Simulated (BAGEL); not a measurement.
**OF2 (oxygen difluoride) at 4 levels**

Aim: a comparison of 4 runs (B3LYP/6-31G*, B3LYP/cc-pVTZ, PBE0/cc-pVTZ, RI-MP2/cc-pVTZ) of OF2 (oxygen difluoride). 

Program for the calculation: BAGEL 1.2.2.

2 further runs of the same task are left out: 2 that didn't finish.

### 1 The structure to begin with

The species is OF2 (3 atoms), meant as a singlet with charge 0. As SMILES, `FOF`. The shape is that of a PBE0-D4/def2-TZVP optimisation.

Bond lengths: F1–O2 1.381 Å, O2–F3 1.381 Å. Angles: F1–O2–F3 103.9°.

### 2 The energy at B3LYP/6-31G(d) (density fitting with cc-pvqz-jkfit, spherical functions) (run 1)

input.json

```json
{ "bagel": [

{
  "title": "molecule",
  "basis": "6-31gs.json",
  "df_basis": "cc-pvqz-jkfit",
  "angstrom": "true",
  "geometry": [
    { "atom": "F", "xyz": [    0.953290,   -0.339960,    0.488270 ] },
    { "atom": "O", "xyz": [    0.000520,    0.563910,    0.062040 ] },
    { "atom": "F", "xyz": [   -0.953810,   -0.223960,   -0.550310 ] }
  ]
},
{ "title": "ks", "xc_func": "b3lyp" },
{ "title": "print", "file": "orbitals.molden", "orbitals": "true" }

]}
```

The basis set 6-31G* is read from a file made from the Basis Set Exchange's data (not shown).

On the command line:

```sh
$ BAGEL_NUM_THREADS=1 BAGEL input.json > input.out
```

The program printed:

```text
* using 1 threads per process

  ===============================================================
  ===============================================================

  *** Geometry ***

  { "atom" : "F", "xyz" : [      1.801457,     -0.642431,      0.922697 ] },
  { "atom" : "O", "xyz" : [      0.000983,      1.065635,      0.117239 ] },
  { "atom" : "F", "xyz" : [     -1.802440,     -0.423223,     -1.039935 ] },

  Number of auxiliary basis functions:      318

  Since a DF basis is specified, we compute 2- and 3-index integrals:
    o Being stored without compression. Storage requirement is 0.004 GB

  Number of basis functions:       42
  Number of electrons      :       26

    * METHOD: MOLECULE                             0.07

  *** Kohn-Sham DFT ***

    * Removing 3170 points whose weight is below 1.00e-10
    * Grid points: 41548

  === Nuclear Repulsion ===
    74.8993263290

       - DIIS with orbital gradients will be used.

  === KS iteration (b3lyp / 6-31gs.json) ===
      0       -259.26788150          0.19046888           0.07
      1       -252.77705323          0.28762289           0.06
      2       -254.62669843          0.24858427           0.05
[... 14 lines of this table left out ...]
     17       -274.64406869          0.00000001           0.05
    * SCF iteration converged.

    * Permanent dipole moment:
           (   -0.000070,    -0.066916,    -0.007368) a.u.

    * METHOD: KS                                   1.04

    * METHOD: PRINT                                0.00

  ===============================================================
```

Wall time 1.3 s (1 thread of Arm Neoverse V2, shared host).

### 3 The energy at B3LYP/cc-pVTZ (density fitting with cc-pvqz-jkfit) (run 2)

input.json

```json
{ "bagel": [

{
  "title": "molecule",
  "basis": "cc-pvtz.json",
  "df_basis": "cc-pvqz-jkfit",
  "angstrom": "true",
  "geometry": [
    { "atom": "F", "xyz": [    0.953290,   -0.339960,    0.488270 ] },
    { "atom": "O", "xyz": [    0.000520,    0.563910,    0.062040 ] },
    { "atom": "F", "xyz": [   -0.953810,   -0.223960,   -0.550310 ] }
  ]
},
{
  "title": "ks",
  "xc_func": "b3lyp"
},
{
  "title": "print",
  "file": "orbitals.molden",
  "orbitals": "true"
}

]}
```

The basis set cc-pVTZ is read from a file made from the Basis Set Exchange's data (not shown).

On the command line:

```sh
$ BAGEL_NUM_THREADS=1 BAGEL input.json > input.out
```

The program printed:

```text
* using 1 threads per process

  ===============================================================
  ===============================================================

  *** Geometry ***

  { "atom" : "F", "xyz" : [      1.801457,     -0.642431,      0.922697 ] },
  { "atom" : "O", "xyz" : [      0.000983,      1.065635,      0.117239 ] },
  { "atom" : "F", "xyz" : [     -1.802440,     -0.423223,     -1.039935 ] },

  Number of auxiliary basis functions:      318

  Since a DF basis is specified, we compute 2- and 3-index integrals:
    o Being stored without compression. Storage requirement is 0.021 GB

  Number of basis functions:       90
  Number of electrons      :       26

    * METHOD: MOLECULE                             0.10

  *** Kohn-Sham DFT ***

    * Removing 3170 points whose weight is below 1.00e-10
    * Grid points: 41548

  === Nuclear Repulsion ===
    74.8993263290

       - DIIS with orbital gradients will be used.

  === KS iteration (b3lyp / cc-pvtz.json) ===
      0       -241.00347543          0.15386493           0.15
      1       -247.34372152          0.20169061           0.12
      2       -252.71146091          0.15788067           0.12
[... 15 lines of this table left out ...]
     18       -274.76775549          0.00000000           0.12
    * SCF iteration converged.

    * Permanent dipole moment:
           (   -0.000105,    -0.102118,    -0.011242) a.u.

    * METHOD: KS                                   2.39

    * METHOD: PRINT                                0.01

  ===============================================================
```

Wall time 2.7 s (1 thread of Arm Neoverse V2, shared host); peak memory 0.2 GiB.

Run 3 isn't shown in full; the table further down has it.

### 4 The energy at RI-MP2/cc-pVTZ (density fitting with cc-pvqz-jkfit) (run 4)

input.json

```json
{ "bagel": [

{
  "title": "molecule",
  "basis": "cc-pvtz.json",
  "df_basis": "cc-pvqz-jkfit",
  "angstrom": "true",
  "geometry": [
    { "atom": "F", "xyz": [       0.953290,      -0.339960,       0.488270 ] },
    { "atom": "O", "xyz": [       0.000520,       0.563910,       0.062040 ] },
    { "atom": "F", "xyz": [      -0.953810,      -0.223960,      -0.550310 ] }
  ]
},

{
  "title": "hf"
},

{
  "title": "mp2",
  "ncore": 3
}

]}
```

The basis set cc-pVTZ is read from a file made from the Basis Set Exchange's data (not shown).

On the command line:

```sh
$ BAGEL_NUM_THREADS=1 BAGEL input.json > input.out
```

The program printed:

```text
* using 1 threads per process

  ===============================================================
  ===============================================================

  *** Geometry ***

  { "atom" : "F", "xyz" : [      1.801457,     -0.642431,      0.922697 ] },
  { "atom" : "O", "xyz" : [      0.000983,      1.065635,      0.117239 ] },
  { "atom" : "F", "xyz" : [     -1.802440,     -0.423223,     -1.039935 ] },

  Number of auxiliary basis functions:      318

[... 21 lines left out ...]
    * SCF iteration converged.
[... 1 line left out ...]
    * Permanent dipole moment:
[... 2 lines left out ...]
    * METHOD: HF                                   0.51

  *** RHF ***

  === Nuclear Repulsion ===
    74.8993263290

      * DIIS with orbital gradients will be used.

  === RHF iteration (cc-pvtz.json) ===
      0       -273.56219930          0.00000000           0.03
    * SCF iteration converged.

    * Permanent dipole moment:
           (   -0.000148,    -0.148892,    -0.016386) a.u.

  === DF-MP2 calculation ===

    * freezing 3 orbitals
    * 3-index integral transformation done
    * assembly done

      MP2 correlation energy:   -0.7541912618      0.03

      MP2 total energy:       -274.3163905583

    * METHOD: MP2                                  0.09

  ===============================================================
```

Wall time 0.89 s (1 thread of Arm Neoverse V2, shared host).

### 5 The series

```csv
run,level,frozen core orbitals,energy (Eh),dipole moment (D),HOMO energy (eV),LUMO energy (eV),wall time
1,"B3LYP/6-31G* (density fitting with cc-pvqz-jkfit, spherical functions)",–,-274.644069,0.17,-8.79,-1.76,1.3 s
2,B3LYP/cc-pVTZ (density fitting with cc-pvqz-jkfit),–,-274.767755,0.26,-9.25,-2.26,2.7 s
3,PBE0/cc-pVTZ (density fitting with cc-pvqz-jkfit),–,-274.500226,0.26,-9.54,-1.78,2.4 s
4,RI-MP2/cc-pVTZ (density fitting with cc-pvqz-jkfit),3,-274.316391,–,–,–,0.89 s
```

### 6 Results

| quantity | value |
| --- | --- |
| run 4: total energy | -274.31639 Eh |
| run 4: correlation energy (3 core orbitals frozen) | -754.2 mEh |

In words: Over runs 1, 2, 3 the dipole moment (its size) runs from 0.17 D (B3LYP/6-31G*) to 0.26 D (B3LYP/cc-pVTZ). Over runs 1, 2, 3 the HOMO–LUMO gap runs from 6.99 eV (B3LYP/cc-pVTZ) to 7.76 eV (PBE0/cc-pVTZ). Totals of different functionals can't be ranked against each other. All runs together took 7.3 s, the longest 2.7 s.
